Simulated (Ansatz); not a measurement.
A made-up structure of CH₂LiSi, doublet:

```
atom    x (Å)    y (Å)    z (Å)
 Li1  -2.7759   0.3997   0.6246
  C2  -0.9568   0.1348   0.2143
 Si3   0.6987  -0.1009  -0.1574
  H4   1.2646  -1.3431  -0.7556
  H5  -0.3016  -0.6877   0.3482
```

It is relaxed with PBE-D4/def2-SVP and then PBE0-D4/def2-TZVP (Ansatz 0.2.0). Atoms count as bonded within 1.22 times the sum of their covalent radii (H–H: 0.88 Å). The end point is not checked to be a true minimum.

(1) Does its bonding change? (Judge from chemistry; the calculation decides.)

Answers

(1) The calculation gives: Yes. Formed: Li1–Si3; broken: Si3–H5.

Where it ends: The first stage lowers the energy by 2.98 eV in 23 steps. It ends as CH₂LiSi ([Li]1[CH][SiH]1):
```
5
angstrom
Li -1.7132 1.0484 0.4475
C -0.8239 -0.8265 0.2744
Si 0.2395 0.1792 -0.5896
H 1.6571 -0.3571 -0.5053
H -1.4306 -1.6412 0.6472
```

Labels in which every atom is bracketed show which atoms are joined, not bond orders.

For scale, one of the runs: PBE0-D4/def2-TZVP relaxation, 94 basis functions, launched by `ansatz run in.yaml --threads 2 --pin off --events-out ev --progress --plain --max-ram 4352MiB`. Hardware: 2 CPU threads of an Arm Neoverse V1, shared host. Wall time about 21 s.
